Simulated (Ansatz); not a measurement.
Ideal-gas functions of C2H4N2O, SMILES `NC1(O)C=N1` at 800 K and 1 bar, from an Ansatz frequency run at PBE0-D4/def2-TZVP.

Molar mass 72.07 g/mol, point group C1 (symmetry number 1), electronic degeneracy 1, moments of inertia 59.978, 83.298, 117.116 u Å². Harmonic wavenumbers (cm⁻¹, unscaled): 199, 276, 426, 431, 475, 516, 725, 807, 840, 843, 1057, 1137, 1240, 1371, 1514, 1638, 1699, 3160, 3546, 3652, 3872.

Use S(trans) = R[1.5 ln M + 2.5 ln T − 1.1517]; rotational temperatures θ = 24.2544 K / I; S(rot) = R[ln(√π/σ · √(T³/θAθBθC)) + 1.5]; for each mode x = 1.438777 ν̃/T, S = R[x/(eˣ − 1) − ln(1 − e⁻ˣ)] and H = RT x/(eˣ − 1); 1 cm⁻¹ = 0.0119627 kJ/mol; R = 8.31446 J/(mol·K).

**Question.** By hand: the entropy, in J/(mol·K).

**Answer.** Translation 182.7. Rotation: θ = 0.4044, 0.2912, 0.2071 K, giving 116.0. Vibration, mode by mode: 16.90, 14.22, 10.73, 10.64, 9.87, 9.23, 6.67, 5.91, 5.63, 5.61, 4.12, 3.68, 3.18, 2.64, 2.16, 1.81, 1.66, 0.19, 0.10, 0.09, 0.06, in all 115.1. Electronic 0.0. Sum 413.8 J/(mol·K).

**Question.** By hand: H − E and G − E in kJ/mol, counted from the electronic energy.

**Answer.** Zero-point energy ½ × 29424 × 0.0119627 = 176.0; thermal vibration 50.8; translation, rotation and pV give 4 RT = 26.6. H − E = 253.4 kJ/mol, and G − E = 253.4 − 800 × 413.8/1000 = -77.6 kJ/mol.

Vibration gives 28 % of the entropy. The sum counts one conformer and one mirror image; others add a mixing term.
